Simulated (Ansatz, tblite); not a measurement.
Removing an electron: the cluster P2S2⁻ (the lowest doublet isomer of a short search). Charge -1, multiplicity 2. Geometry: PBE0-D4/def2-TZVPD. Ansatz, gas phase; energy differences of separate SCF runs; the oxidised species is a triplet (the singlet lies 0.03 eV higher at PBE0-D4/def2-TZVPD).

```xyz
4

P     1.286   -0.186    0.949
P    -0.019   -0.396   -0.828
S     0.566    1.559    0.103
S    -1.832   -0.977   -0.225
```

The xTB rows come from tblite. The order of the spin states hangs on the level: the singlet lies 0.23 eV below the triplet at PBE-D4/def2-TZVPD, but 0.03 eV above it at PBE0-D4/def2-TZVPD. The singlet is doubtful at PBE0-D4/def2-TZVPD (restricted singlet with a triplet 0.03 eV lower at the same geometry). The structure comes from a short search, and lower isomers may exist.

```tsv
level	−HOMO (eV)	vertical IE (eV)	−LUMO (eV)	HOMO–LUMO gap (eV)	remarks
GFN1-xTB	–	6.87	–	–	–
GFN2-xTB	–	8.23	–	–	–
PBE-D4/def2-TZVPD	0.41	3.02	-0.86	1.27	lower spin may lie lower (triplet)
r2SCAN-D4/def2-TZVPD	0.56	3.04	-1.11	1.67	–
PBE0-D4/def2-TZVPD	1.34	3.08	-1.70	3.04	–
```

  HOMO and LUMO are the levels of the spin that leaves or enters (xTB has no such levels and no spin-polarisation term). Other spin states of the ions may lie lower, which would lower the ionisation energy or raise the affinity. Raw xTB energy differences between charge states are shifted by several eV; the methods need an empirical correction for them.
